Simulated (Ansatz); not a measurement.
## What each rung costs, and what it gives

The pair of C₂H₄ (SMILES C=C, atoms 1–6) and SiH₄ (SMILES [SiH4], atoms 7–11), both closed shells, in one local arrangement (a lower one may exist), relaxed at PBE0-D4/def2-TZVP:

C1  (-0.001, 0.641, -1.663)
C2  (-0.051, -0.681, -1.656)
H3  (0.934, 1.175, -1.791)
H4  (-0.894, 1.246, -1.538)
H5  (-0.986, -1.215, -1.526)
H6  (0.841, -1.285, -1.778)
Si7  (0.032, 0.024, 1.984)
H8  (-1.371, -0.057, 1.504)
H9  (0.034, 0.044, 3.471)
H10  (0.666, 1.268, 1.481)
H11  (0.795, -1.158, 1.512)
(Å)

Interaction energies are counterpoise-corrected; the time is that of the whole pair.

Computed with Ansatz 0.2.0 (basis: as named in each row); correlated methods freeze the cores. B3LYP uses VWN-RPA correlation. Extrapolation: Hartree–Fock as exp(−7.88 √X), correlation as X^−2.97.

Times are rough, for one single point on 4 threads of a shared host (Arm Neoverse V1).

The estimate by CCSD(T) at an estimated basis limit (MP2 extrapolated from triple and quadruple zeta, plus CCSD(T) − MP2 in triple zeta) is -0.057 eV.

```tsv
method	basis	time (s)	interaction energy (eV)	method less estimate
HF	STO-3G	under 1	0.043	0.100
PBE-D4	STO-3G	under 1	-0.032	0.025
SPW92	def2-SVP	under 1	-0.091	-0.034
B3LYP-D4	6-31G	under 1	-0.045	0.012
PBE-D4	def2-SVP	under 1	-0.070	-0.013
PBE0-D4	def2-SVP	under 1	-0.069	-0.012
CCSD(T)	def2-SVP	1	-0.010	0.047
PBE-D4	def2-TZVPPD	2	-0.071	-0.014
revPBE-D4	def2-TZVPPD	2	-0.064	-0.006
BLYP-D4	def2-TZVPPD	2	-0.055	0.002
wB97M-V	def2-SVP	2	-0.060	-0.003
PBE0-D4	def2-TZVPPD	2	-0.068	-0.011
HSE06-D4	def2-TZVPPD	2	-0.067	-0.010
B3LYP-D4	def2-TZVPPD	2	-0.061	-0.004
r2SCAN-D4	def2-TZVPPD	4	-0.060	-0.003
B2PLYP	def2-TZVPPD	5	-0.008	0.050
wB97X-V	def2-TZVPPD	7	-0.059	-0.002
B97M-V	def2-TZVPPD	8	-0.060	-0.003
wB97M-V	def2-TZVPPD	8	-0.062	-0.005
MP2	def2-QZVPPD	21	-0.060	-0.002
CCSD(T)	def2-TZVPPD	77	-0.048	0.009
```

No T1 diagnostic of these runs exceeds 0.011.
